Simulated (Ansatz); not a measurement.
# CH4AlCl: the cost of one run

Method: RKS revPBE/def2-SVP, in Ansatz 0.2.0.

### Step 1. The structure to begin with

Bond lengths: Al1–Cl2 2.430 Å, Al1–H3 1.760 Å, Al1–C4 1.970 Å, C4–H5 1.110 Å, C4–H6 1.110 Å, C4–H7 1.110 Å. Angles: Cl2–Al1–H3 50.0°, Cl2–Al1–C4 159.3°, H3–Al1–C4 150.7°, Al1–C4–H5 109.5°, Al1–C4–H6 109.5°, Al1–C4–H7 109.5°, H5–C4–H6 109.4°, H5–C4–H7 109.4°, H6–C4–H7 109.4°.

Structure file:

```xyz
7

Al    0.0000    0.0000    0.0000
Cl    1.5382    0.0000    1.8812
H     1.7598    0.0000    0.0230
C    -1.7060    0.0000   -0.9850
H    -2.2662   -0.9305   -0.7558
H    -2.3102    0.8797   -0.6796
H    -1.5043    0.0508   -2.0753
```

### Step 2. A restrained relaxation towards end A

Springs on the bonds that form and break draw the guess towards this end; the thresholds are loose.

Input file input.yaml:

```yaml
crystal:
  periodic: [false, false, false]
  atoms:
    - { symbol: Al, position_ang: [0.0, 0.0, 0.0] }
    - { symbol: Cl, position_ang: [1.5382, 0.0, 1.8812] }
    - { symbol: H, position_ang: [1.7598, 0.0, 0.023] }
    - { symbol: C, position_ang: [-1.706, 0.0, -0.985] }
    - { symbol: H, position_ang: [-2.2662, -0.9305, -0.7558] }
    - { symbol: H, position_ang: [-2.3102, 0.8797, -0.6796] }
    - { symbol: H, position_ang: [-1.5043, 0.0508, -2.0753] }
basis:
  gaussian: { orbitals: def2-SVP }
hamiltonian:
  xc: revpbe
relax:
  f_tol: 0.15
  max_steps: 25
  restrain:
    - { distance: [1, 2], at: 2.57, k: 30.0 }
    - { distance: [0, 1], at: 2.23, k: 30.0 }
    - { distance: [0, 2], at: 1.56, k: 30.0 }
output:
  orbitals: {}
```

Started as:

```console
ansatz run input.yaml --threads 2 --pin off --max-ram 3072MiB --backend cpu --events-out ev --progress --plain --runs-dir out
```

**Question.** How long does this run take on 2 threads of Arm Neoverse V2, shared host, and how much memory does it need?

About 7.8 s, with a peak of 0.14 GiB.
